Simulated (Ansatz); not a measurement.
Geometry optimisation, RHF/def2-SVP (Ansatz 0.2.0).

input.yaml

```yaml
crystal:
  periodic: [false, false, false]
  atoms:
    - { symbol: Si, position_ang: [-1.7388, -1.31, -0.0748] }
    - { symbol: O, position_ang: [-0.1836, -0.9225, 0.1152] }
    - { symbol: Si, position_ang: [0.7905, 0.3907, 0.2611] }
    - { symbol: H, position_ang: [-2.2072, -0.5792, -1.3147] }
    - { symbol: H, position_ang: [0.7703, 1.2125, -0.9703] }
    - { symbol: H, position_ang: [0.3898, 1.2165, 1.4381] }
    - { symbol: H, position_ang: [2.2402, -0.0761, 0.4996] }
basis:
  gaussian: { orbitals: def2-SVP }
hamiltonian:
  xc: hf
relax:
  f_tol: 0.015
  max_steps: 40
```

Launched with:

```bash
$ ansatz run input.yaml --threads 1 --pin off --max-ram 2048MiB --backend cpu --events-out ev --progress --plain --runs-dir out
```

Q: Where does it end, and by what steps?

A: The run converged. The force dipped under the threshold on the way, but the program's further checks kept it going. After 12 steps the energy has fallen by 0.252 eV; O2 moved furthest, 0.40 Å.

```
step  energy less start (eV)  largest force component (eV/Å)  accepted
   0                  0.0000                           1.984       yes
   1                 -0.1537                           0.615       yes
   2                 -0.1856                           0.249       yes
   3                 -0.2404                           0.255       yes
   4                 -0.2451                           0.254       yes
   5                 -0.2504                           0.011       yes
   6                 -0.2510                           0.043       yes
   7                 -0.2513                           0.091       yes
   8                 -0.2366                           0.627        no
   9                 -0.2519                           0.040       yes
  10                 -0.2522                           0.003       yes
  11                 -0.2523                           0.028       yes
  12                 -0.2523                           0.015       yes
```

```xyz
7
Properties=species:S:1:pos:R:3
Si -1.743 -1.495 -0.178
O -0.406 -0.701 0.371
Si 0.781 0.446 0.314
H -1.980 -0.679 -1.454
H 0.636 1.267 -0.909
H 0.674 1.314 1.505
H 2.099 -0.220 0.305
```

The run took 11 s on 1 thread of Arm Neoverse V1, with other jobs on the host, peak memory 0.12 GiB.
